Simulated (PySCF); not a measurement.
**Beryllium: a sound run and one with changed settings**

Sound run: Be [He] 2s2, Be⁺ [He] 2s1. Computed with PySCF 2.14 in aug-cc-pVDZ-DK (4s3p2d, 23 functions), with the spin-free X2C one-electron Hamiltonian (Gaussian nucleus). In the sound run the correlated levels freeze 1s2. The sound run starts from symmetry-adapted Hartree-Fock orbitals and uses a fine grid where one is needed.

A second run was set up differently.

```
species   method  sound run (hartree)  changed run (hartree)  converged
     Be      UHF            -14.57489              -14.57489        yes
     Be     MN15            -14.66165              -14.66165        yes
     Be   M06-2X            -14.66714              -14.66714        yes
     Be      MP2            -14.60066              -14.58768        yes
     Be  CCSD(T)            -14.61939              -14.61939        yes
    Be⁺      UHF            -14.27811              -14.27811        yes
    Be⁺     MN15            -14.33095              -14.33095        yes
    Be⁺   M06-2X            -14.33282              -14.33282        yes
```

Ionisation energy of Be:

```csv
method,sound run (eV),changed run (eV)
UHF,8.076,8.076
MN15,8.999,8.999
M06-2X,9.097,9.097
MP2,8.777,8.424
SCS-MP2,8.917,8.493
CCSD,9.287,9.287
CCSD(T),9.287,9.287
CCSDT,9.287,9.287
FCI,9.287,9.287
```

Problem. What was changed?
A. minimal basis
B. too few SCF iterations
C. a valence shell is frozen
D. level shift left on

Solution. D. It used initial guess minao, at most 50 SCF cycles, level shift 0.5 hartree. A level shift leaves the converged SCF energy unchanged but raises the virtual orbital energies, which shrinks MP2 if it is not removed.
